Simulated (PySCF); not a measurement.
Species: formic anhydride, C₂H₂O₃.
Numbering: `[O:1]=[CH:2][O:3][CH:4]=[O:5]` (hydrogens: H6 on C2; H7 on C4)

Geometry (PBE0-D3(BJ)/def2-SVP, Å), atoms numbered from 1 in this order:
```
atom  x, y, z in Å
O1    -1.3919    1.1810    0.0051
C2    -1.1766    0.0226    0.1175
O3     0.0457   -0.6000    0.0939
C4     1.2375    0.0587   -0.0702
O5     1.3988    1.2233   -0.2060
H6    -1.9391   -0.7708    0.2628
H7     2.0360   -0.7120   -0.0518
```

Computed, not measured: EOM-IP-CCSD/aug-cc-pVDZ in PySCF, restricted Hartree–Fock reference, 5 core orbitals frozen, non-relativistic, gas phase, PBE0-D3(BJ)/def2-SVP geometry.

Hartree–Fock orbital energies give these Koopmans values (eV): HOMO 12.50, HOMO-1 13.74, HOMO-2 14.08, HOMO-3 15.44, HOMO-4 16.70, HOMO-5 18.64, HOMO-6 18.74, HOMO-7 19.70.

Question: What vertical ionisation energies does EOM-IP-CCSD give?

Answer: 
```tsv
leading hole (HF orbital)	Koopmans (eV)	EOM-IP-CCSD (eV)	change (eV)	one-hole share
HOMO	12.50	10.82	-1.68	0.95
HOMO-2	14.08	12.14	-1.94	0.94
HOMO-1	13.74	12.54	-1.20	0.94
HOMO-4	16.70	14.69	-2.01	0.94
HOMO-3	15.44	14.82	-0.62	0.94
HOMO-5	18.64	16.52	-2.12	0.94
HOMO-6	18.74	16.97	-1.77	0.92
HOMO-7	19.70	17.76	-1.94	0.94
```

Question: Does the order of the lines follow the orbital energies?

Answer: No: the HOMO-2 hole (12.14 eV) falls below the HOMO-1 hole (12.54 eV); the HOMO-4 hole (14.69 eV) falls below the HOMO-3 hole (14.82 eV). The corrections run from -2.12 to -0.62 eV, with a mean of -1.66 eV over the 8 lines; no line lies above its Koopmans value. Koopmans values leave out both the relaxation of the orbitals and the change in correlation energy.

Question: At what kinetic energies would He I light (21.22 eV) eject these electrons?

Answer: 10.40 eV (HOMO), 9.08 eV (HOMO-2), 8.68 eV (HOMO-1), 6.53 eV (HOMO-4), 6.40 eV (HOMO-3), 4.70 eV (HOMO-5), 4.25 eV (HOMO-6), 3.46 eV (HOMO-7).

Question: What total energy has the lowest final state, and which wavelength reaches it?

Answer: E(CCSD) + ionisation energy = -302.38182 + 0.39764 = -301.98418 Eh, at the geometry of the initial state. The threshold wavelength is 1239.84 eV nm/10.82 eV = 114.6 nm.

Lines less than 0.15 eV apart could change places at a higher level. One root was sought for each valence orbital with −ε under 21 eV, eight at most, so deeper holes and satellites are missing; no vibrational structure.

One conformer stands for the species.
